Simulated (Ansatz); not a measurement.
# BH5O: the cost of one run

Program: Ansatz 0.2.0. Level of theory: RKS PBE/def2-TZVP. These are calculated values, not measurements.

## Step 1: The structure to begin with

Bond lengths: B1–O2 1.748 Å, B1–H3 1.163 Å, B1–H4 1.166 Å, O2–H7 0.958 Å. Angles: B1–O2–H7 107.0°, O2–B1–H3 109.2°, O2–B1–H4 110.8°, H3–B1–H4 123.5°.

Coordinates:

```xyz
7

B    -0.3675    0.3988   -0.3357
O     0.8186   -0.8591   -0.0796
H    -1.0207    0.1259   -1.2584
H     0.1033    1.4528   -0.1700
H    -0.1696   -0.5861    0.6896
H    -0.9892   -0.1032    0.9481
H     1.6251   -0.4291    0.2059
```

## Step 2: Pulling towards end A

Springs on the bonds that form and break draw the guess towards this end; the thresholds are loose.

Contents of input.yaml:

```yaml
crystal:
  periodic: [false, false, false]
  atoms:
    - { symbol: B, position_ang: [-0.3675, 0.3988, -0.3357] }
    - { symbol: O, position_ang: [0.8186, -0.8591, -0.0796] }
    - { symbol: H, position_ang: [-1.0207, 0.1259, -1.2584] }
    - { symbol: H, position_ang: [0.1033, 1.4528, -0.17] }
    - { symbol: H, position_ang: [-0.1696, -0.5861, 0.6896] }
    - { symbol: H, position_ang: [-0.9892, -0.1032, 0.9481] }
    - { symbol: H, position_ang: [1.6251, -0.4291, 0.2059] }
basis:
  gaussian: { orbitals: def2-TZVP }
hamiltonian:
  xc: pbe
relax:
  f_tol: 0.15
  max_steps: 25
  restrain:
    - { distance: [0, 5], at: 2.45, k: 30.0 }
    - { distance: [4, 1], at: 2.27, k: 30.0 }
    - { distance: [0, 1], at: 1.5, k: 30.0 }
    - { distance: [4, 5], at: 0.62, k: 30.0 }
output:
  orbitals: {}
```

Launch:

```console
$ ansatz run input.yaml --threads 2 --pin off --max-ram 3072MiB --backend cpu --events-out ev --progress --plain --runs-dir out
```

What time and memory should one allow on 2 threads of AMD EPYC 7R43 (Zen 3), shared host?

About 6 s, with a peak of 0.14 GiB.
